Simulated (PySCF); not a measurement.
Two-dimensional NMR puzzle

Compound of formula C$_{4}$H$_{8}$F$_{2}$. Correlations simulated from computed shifts and the bond graph:

HSQC (one-bond C–H):
| δH | δC |
| --- | --- |
| 1.80 | 35.6 |
| 1.44 | 23.0 |
| 1.01 | 11.1 |

COSY cross peaks (H two or three bonds apart, from the bond graph; peaks can be absent where the dihedral angle is near 90°):
| δH | δH |
| --- | --- |
| 1.80 | 1.01 |

HMBC (two and three bonds, from the bond graph):
| δH | δC |
| --- | --- |
| 1.80 | 132.6, 23.0, 11.1 |
| 1.44 | 132.6, 35.6 |
| 1.01 | 132.6, 35.6 |

Carbons without hydrogens: δ 132.6.

Non-relativistic Hamiltonian, rapidly exchanging positions averaged, isolated molecule, one computed conformer. Shielding tensors at B97-2/pcSseg-2 (GIAO); PBE0-D3(BJ)/def2-TZVP geometry; PySCF.

δ = σ(ref) − σ, references computed at the same level: 1H (σref 31.64), 13C (σref 185.38) vs TMS.

Exchangeable hydrogens are left out of these lists.

Work out the connectivity.

Answers

`CCC(C)(F)F`.

Atoms are numbered as in `[CH3:1][CH2:2][C:3]([CH3:4])([F:5])[F:6]`; H(Xn) means a hydrogen on atom n.

- δC 132.6 is C3, a fully substituted sp3 carbon bonded to 2 F.
- δC 35.6 is C2, an sp3 CH2 (δH 1.80).
- δC 23.0 is C4, a methyl carbon (δH 1.44).
- δC 11.1 is C1, a methyl carbon (δH 1.01).
- HMBC from δH 1.80 reaches the proton-free carbon C3.
- HMBC from δH 1.44 reaches the proton-free carbon C3.
- HMBC from δH 1.01 reaches the proton-free carbon C3.
- COSY links 1.80–1.01.

The shifts were computed for this structure.

Shifts are as computed. Against solution values, carbons near 30 ppm lie about +3 ppm off and those near 130 ppm about +7 ppm. Of 1211 compounds with measured shifts, 218 miss one by over three times the rms of a fit or turn the order of signals round; such compounds aren't used in these exercises.
